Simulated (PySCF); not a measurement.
## Name the molecule from its bond curve

A diatomic of charge 0 contains O. Its doublet curve at UHF-CCSD(T) in a double-zeta basis (no relativity, PySCF), in eV from the separated fragments:

```tsv
R (Å)	E (eV)
1.498	-2.638
1.564	-2.828
1.614	-2.902
1.664	-2.932
1.714	-2.927
1.780	-2.878
1.864	-2.768
1.964	-2.592
```

The fit gives ωe = 852 cm⁻¹ and the rotational constant Bₑ = 1.225 cm⁻¹.

Q: Which atom is the partner?

A: The minimum lies at 1.680 Å, so the reduced mass is 16.8576 u Å² cm⁻¹/(Bₑ·Re²) = 4.876 u. With O at 15.99 u the partner weighs about 7.0 u: Li. The molecule is LiO.

Correlated steps freeze 1 core orbital. The state was picked by a PBE0 search and need not be the measured ground state.
